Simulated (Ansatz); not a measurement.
**BH2+ (singlet): wave-function methods side by side at scale of all distances = 0.868, aug-cc-pVTZ**

Aim: climb from Hartree-Fock through coupled cluster and multireference methods for BH2+ (singlet) at one geometry and basis, and see what each rung misses.

Method: aug-cc-pVTZ, core rule «outside noble gas», up to 1 orbitals frozen; program: Ansatz 0.2.0, Gaussian basis.

To be run: UHF; CCSD(T) on RHF; BCCD(T) on RHF; CCSDT(Q) on RHF; CASSCF and NEVPT2, 4 electrons in 6 orbitals; Full CI.

17 further runs of the same task are left out: 9 that didn't finish, 8 set aside as unsound or not needed.

## (1) The geometry

The geometry derives from a PBE0/def2-TZVP stationary point (not a proven minimum). All distances are scaled together.

3 atoms, charge 1, spin multiplicity 1.

Atoms are counted from 1 here; the program's logs count them from 0.

Bond lengths: B1–H2 1.024 Å, B1–H3 1.024 Å. Angles: H2–B1–H3 180.0°.

Geometry (Å):

```xyz
3
charge 1, multiplicity 1
B     0.0000    0.0000    0.0000
H     0.0000    0.0000   -1.0235
H     0.0000    0.0000    1.0235
```

## (2) UHF

File in.yaml:

```yaml
crystal:
  periodic: [false, false, false]
  atoms:
    - {symbol: B, position_ang: [0.000000, 0.000000, 0.000000]}
    - {symbol: H, position_ang: [0.000000, 0.000000, -1.023529]}
    - {symbol: H, position_ang: [0.000000, 0.000000, 1.023529]}
basis:
  gaussian: {orbitals: aug-cc-pVTZ}
total_charge: 1
magnetization: {spin_polarized: true, initial_magnetization: 0}
hamiltonian: {xc: hf}
output: {orbitals: {seedname: orbitals}}
```

The run is started by

```bash
> ansatz run in.yaml --threads 1 --pin off --events-out ev --progress --plain --max-ram 2393MiB
```

Further steps of the session: CCSD(T) on RHF; BCCD(T) on RHF; CCSDT(Q) on RHF; CASSCF and NEVPT2, 4 electrons in 6 orbitals; Full CI.

Q: Predict the results of all the runs planned. Wanted: FCI below the RHF energy; RMP2 from FCI; RCCSD from FCI; RCCSD(T) from FCI; RCCSDT(Q) from FCI; NEVPT2 valence from FCI; T1 diagnostic; effectively unpaired electrons.

As calculated:

```
                         quantity                                        value
         FCI below the RHF energy                                   -2.3203 eV
                    RMP2 from FCI                              +10.54 kcal/mol
                   RCCSD from FCI                               +0.63 kcal/mol
                RCCSD(T) from FCI                               +0.13 kcal/mol
               RCCSDT(Q) from FCI                                0.00 kcal/mol
          NEVPT2 valence from FCI                               +6.33 kcal/mol
levels within 1 kcal/mol (43 meV)  RCCSD, RCCSD(T), BCCD(T), RCCSDT, RCCSDT(Q)
                    T1 diagnostic                                        0.005
   effectively unpaired electrons                                         0.01
```

In words: RCCSD(T) lands +0.13 kcal/mol from the yardstick (0.2 % of the correlation energy). One determinant dominates. These misses are within one basis, not against nature.
